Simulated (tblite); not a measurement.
Isomers of C4H4F2. Level: GFN2-xTB in tblite, geometry and Hessian alike; calculated harmonic values, unscaled, isolated species. Against measured fundamentals such values can be off by several per cent, at times by over 20. One conformer each.

Electronic energies: GFN2-xTB at the same geometries; isomer energies are rough at this level and their order can be wrong.

```json
{"SMILES": "FCC#CCF", "electronic energy, lowest = 0 (kcal/mol)": "10.8"}
{"SMILES": "C=C1[C@@H](F)[C@@H]1F", "electronic energy, lowest = 0 (kcal/mol)": "13.1"}
{"SMILES": "F/C=C\\C=C\\F", "electronic energy, lowest = 0 (kcal/mol)": "0.0"}
```

**Question.** How do GFN2-xTB zero-point energies change the relative energies?

**Answer.** 
```json
{"SMILES": "F/C=C\\C=C\\F", "ZPE (kcal/mol)": "42.6", "of it from modes above 1550 cm⁻¹": "22.5", "electronic (kcal/mol)": "0.0", "with ZPE, lowest = 0 (kcal/mol)": "0.0", "lowest mode (cm⁻¹)": "125", "rings": "0"}
{"SMILES": "FCC#CCF", "ZPE (kcal/mol)": "42.3", "of it from modes above 1550 cm⁻¹": "20.1", "electronic (kcal/mol)": "10.8", "with ZPE, lowest = 0 (kcal/mol)": "10.5", "lowest mode (cm⁻¹)": "33", "rings": "0"}
{"SMILES": "C=C1[C@@H](F)[C@@H]1F", "ZPE (kcal/mol)": "42.5", "of it from modes above 1550 cm⁻¹": "20.2", "electronic (kcal/mol)": "13.1", "with ZPE, lowest = 0 (kcal/mol)": "13.1", "lowest mode (cm⁻¹)": "164", "rings": "1"}
```

The zero-point energies span 0.3 kcal/mol, from `FCC#CCF` to `F/C=C\C=C\F`. The order is unchanged.

**Question.** What do entropy and thermal enthalpy add at 298.15 K and 1 bar (rigid rotor, harmonic oscillator, one conformer each)?

**Answer.** 
| SMILES | point group | symmetry number | S (cal/(mol K)) | H − H(0) (kcal/mol) | ZPE + H − H(0) − TS (kcal/mol) |
| --- | --- | --- | --- | --- | --- |
| F/C=C\C=C\F | Cs | 1 | 78.6 | 4.47 | 23.6 |
| FCC#CCF | C2 | 2 | 82.1 | 4.84 | 22.6 |
| C=C1[C@@H](F)[C@@H]1F | C2 | 2 | 74.7 | 4.22 | 24.5 |
